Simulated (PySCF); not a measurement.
Structure elucidation problem

Molecular formula: CH2O3. Simulated spectra:

1H NMR (300 MHz, computed): δ 5.08 (br s, 2H).

13C{1H} NMR (computed): δ 159.8.

- spin–spin couplings from B3LYP/pcJ-1
- PBE0-D3(BJ)/def2-SVP structure
- shielding tensors at B97-2/pcSseg-2 (GIAO)
- run in PySCF 2.14
- one conformer, non-relativistic, in vacuum, rapidly exchanging positions averaged

δ = σ(ref) − σ, references computed at the same level: 1H and 13C vs TMS.

**Question.** Propose a structure and justify it.

**Answer.** 
- The formula gives 1 degree of unsaturation (no ring in the answer).
- Carbon types of the structure: 1 × C, leaving 2 H on heteroatoms.
- δC 159.8: carbonate carbon; it is a carbonyl in resonance with an O or N lone pair, the region of acids, esters and amides.
- δH 5.08: hydrogen on an acid hydroxyl oxygen; labile proton, position sensitive to the medium.

These data were computed for `O=C(O)O`.

Exchangeable OH/NH protons stand at their gas-phase positions; hydrogen bonding in a real sample shifts them, mostly to higher δ. Shifts are as computed. Against solution values, carbons near 30 ppm lie about +4 ppm off and those near 130 ppm about +7 ppm. Of 1211 compounds with measured shifts, 218 miss one by over three times the rms of a fit or turn the order of signals round; such compounds aren't used in these exercises. The C=O carbon of an acid or of an amide with N–H lies up to 10 ppm further downfield in solution, through hydrogen bonding that the calculation lacks.
